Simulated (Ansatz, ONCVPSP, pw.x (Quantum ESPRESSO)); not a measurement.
**nitrogen (bcc): variants of one ONCV potential in the solid**

ONCVPSP 4.0.1.1 (patched build) input, shortened (lines: element, Z, core and valence counts, functional; n l f; lmax; l rc ep ncon nbas qcut; lloc lpopt rc5 dvloc0; l nproj debl; icmod fcfact rcfact), PBEsol, scalar-relativistic:

```
  N 7.00    1    2  -116133      upf
    1    0    2.00
    2    0    2.00
    2    1    3.00
    2
    0    0.90    0.00    4    7    8.80
    1    2.10    0.00    4    9    6.00
    2    1.55    0.11    4    8    5.50
    4    5    0.60    4.00
    0    2    3.30
    1    1    2.70
    2    2    1.20
    3    1.75    1.15
```

Crystal test: bcc N in pw.x 7.5, no spin, 18³ k-points, Fermi–Dirac smearing 0.01 Ry, cutoffs set for each file from its atomic test. The reference is all-electron LAPW (Ansatz 0.2.0) with the same functional, mesh and smearing; V0 and B0 come from Birch–Murnaghan fits to the pressures at five volumes. Errors are pseudo minus all-electron; Δ is the rms difference of the E(V) curves that follow from these fits, minima aligned, over ±6 % about the mean V0. Mesh and smearing are coarse, so the numbers serve the comparison and aren't converged zero-temperature values; the lattice is a test structure that the element need not adopt. Spin polarisation is left out.

All-electron: a0 = 2.395 Å (V0 = 6.87 Å³/atom), B0 = 214.6 GPa.

Base: The largest radius (2.10 bohr) exceeds half the bond length (1.96 bohr), so the spheres overlap, which is one possible source of error among others.

1 further variants are left out: they gave no file fit for a test, a broken result, the same result as the base, or pressures whose basis-set error rivals the error shown.

```tsv
change	cutoffs (Ry)	pw.x	a0 (Å)	a0 error (%)	B0 error (%)	Δ (meV/atom)	mean pressure error (GPa)
base	95/380	converged	2.407	+0.49	-3.7	4.6	+3.08
s: qcut 11.8; p: qcut 8.1; d: qcut 7.4	100/400	converged	2.402	+0.26	-1.6	2.5	+1.64
local potential polynomial inside 0.68 bohr (lpopt 5, dvloc0 4 Ha)	95/380	converged	2.407	+0.49	-3.7	4.7	+3.12
core correction Teter function, fcfact 7.5, rcfact 1.15	95/380	converged	2.407	+0.49	-3.7	4.7	+3.12
```

Problem. Give the row for: s: rc 1.04.

Solution. pw.x: converged; mean pressure error (GPa): +3.02; a0 (Å): 2.407; a0 error (%): +0.48; B0 error (%): -3.6; Δ (meV/atom): 4.5.
